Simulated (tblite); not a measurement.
Run record: tight-binding relaxation, `CC[PH](=O)CC`.

Computed with GFN2-xTB geometry optimisation, gas phase (tblite 0.8.0). Start geometry: from a force field or distance geometry. The command runs a driver script over a list of jobs; the input below is this job's line of settings and its coordinates in Å.

Command:
```bash
OMP_NUM_THREADS=1 python probes_run.py task.json out
```

Input:
```
{"job": {"kind": "relax", "xc": "GFN2-xTB", "basis": "xTB"}, "charge": 0, "multiplicity": 1}
C     -2.277400     0.358200    -0.116200
C     -1.491600    -0.840300     0.324900
P      0.231200    -0.859400    -0.288800
O      0.850700    -2.165600     0.087700
C      0.996500     0.458000     0.706200
C      2.470100     0.613400     0.394400
H     -1.858900     1.288800     0.279100
H     -3.315900     0.290600     0.232000
H     -2.279800     0.433200    -1.205900
H     -1.472800    -0.903300     1.432200
H     -1.977200    -1.754700    -0.037600
H      0.229500    -0.505600    -1.656400
H      0.480600     1.405000     0.498800
H      0.861300     0.230100     1.757500
H      2.625000     0.847400    -0.661000
H      2.906300     1.424000     1.004300
H      3.015300    -0.307700     0.625500
```

Output:
```
step      E/eV     max force
  0    -565.99737    2.772
  1    -566.07921    1.948
  2    -566.12697    0.730
  3    -566.16153    0.657
  4    -566.18399    0.540
  5    -566.19414    0.249
  6    -566.19822    0.150
  7    -566.20033    0.142
  8    -566.20288    0.152
  9    -566.20523    0.160
... (61 lines left out)
 71    -566.23401    0.019
 72    -566.23411    0.023
 73    -566.23431    0.029
 74    -566.23439    0.030
 75    -566.23449    0.024
 76    -566.23456    0.017
 77    -566.23462    0.018
 78    -566.23465    0.010
 79    -566.23466    0.010
 80    -566.23468    0.009
```

«max force» is the largest atomic force in eV/Å.

From which step on does the largest force stay under 0.1 eV/Å, and how much energy is left to gain from there?

From step 15 (0.093 eV/Å), 17.3 meV above the end.

Main results: energy lowered by 5.5 kcal/mol over 80 steps; largest atomic force 0.009 eV/Å at the end.

Give the final coordinates.

0.158 Å rms from the input after alignment:
```
atom  x, y, z in Å
C1    -2.3017    0.3649   -0.1059
C2    -1.5455   -0.8852    0.3101
P3     0.2374   -0.8695   -0.1131
O4     0.9107   -2.1467    0.1339
C5     1.0185    0.5600    0.7300
C6     2.4877    0.5959    0.3356
H7    -1.9894    1.2238    0.4830
H8    -3.3711    0.2252    0.0372
H9    -2.1229    0.5839   -1.1566
H10   -1.6109   -1.0573    1.3890
H11   -1.9513   -1.7748   -0.1814
H12    0.2465   -0.4816   -1.4570
H13    0.5151    1.4894    0.4654
H14    0.9126    0.3943    1.8065
H15    2.5871    0.7689   -0.7353
H16    3.0200    1.3824    0.8673
H17    2.9502   -0.3616    0.5680
```

Hardware: an Arm Neoverse V1 with one thread, shared host.
Labels such as C1 count atoms from 1, the log's own numbers from 0.
